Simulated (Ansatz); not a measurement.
Process, species as SMILES: C=CCl → [CH]=CCl + H atom
B3LYP-D3(BJ)/def2-TZVP geometries, fixed; electronic energies without zero-point terms.
Largest species:
```xyz
6

C      0.0112     0.7589    -0.0124
C      1.3049     1.0233     0.0034
Cl    -0.6370    -0.8532     0.0042
H     -0.7591     1.5163    -0.0370
H      2.0529     0.2431     0.0280
H      1.6388     2.0524    -0.0084
```

Basis-set convergence of the bond dissociation energy at B2PLYP with Ansatz (an electronic-structure program). Cartesian d functions, on some or all atoms, in 6-31G**, 6-311+G**; all else is spherical. Cores are frozen. Open shells are unrestricted. No added dispersion term, no relativity. Functions are those of the species that has most. Reference: the value in aug-pcseg-3, 118.21 kcal/mol, itself unsure by roughly 0.04 kcal/mol (its mean distance from aug-cc-pV(Q+d)Z, def2-QZVPPD, pcseg-3). Deviations are taken from unrounded values.

```json
[
 {"basis": "STO-3G", "functions": "22", "bond dissociation energy (kcal/mol)": "137.29", "minus reference (kcal/mol)": "19.09"},
 {"basis": "3-21G", "functions": "37", "bond dissociation energy (kcal/mol)": "114.26", "minus reference (kcal/mol)": "-3.95"},
 {"basis": "6-31G**", "functions": "64", "bond dissociation energy (kcal/mol)": "118.06", "minus reference (kcal/mol)": "-0.14"},
 {"basis": "cc-pV(D+d)Z", "functions": "66", "bond dissociation energy (kcal/mol)": "116.07", "minus reference (kcal/mol)": "-2.14"},
 {"basis": "6-311+G**", "functions": "93", "bond dissociation energy (kcal/mol)": "116.67", "minus reference (kcal/mol)": "-1.53"},
 {"basis": "def2-TZVP", "functions": "117", "bond dissociation energy (kcal/mol)": "117.10", "minus reference (kcal/mol)": "-1.11"},
 {"basis": "pcseg-2", "functions": "136", "bond dissociation energy (kcal/mol)": "117.89", "minus reference (kcal/mol)": "-0.32"},
 {"basis": "cc-pV(T+d)Z", "functions": "141", "bond dissociation energy (kcal/mol)": "117.87", "minus reference (kcal/mol)": "-0.33"},
 {"basis": "jun-cc-pV(T+d)Z", "functions": "168", "bond dissociation energy (kcal/mol)": "117.80", "minus reference (kcal/mol)": "-0.40"},
 {"basis": "def2-TZVPPD", "functions": "176", "bond dissociation energy (kcal/mol)": "117.84", "minus reference (kcal/mol)": "-0.37"},
 {"basis": "aug-cc-pV(T+d)Z", "functions": "216", "bond dissociation energy (kcal/mol)": "117.83", "minus reference (kcal/mol)": "-0.38"},
 {"basis": "def2-QZVPP", "functions": "274", "bond dissociation energy (kcal/mol)": "118.12", "minus reference (kcal/mol)": "-0.09"},
 {"basis": "aug-cc-pV(Q+d)Z", "functions": "387", "bond dissociation energy (kcal/mol)": "118.16", "minus reference (kcal/mol)": "-0.04"}
]
```
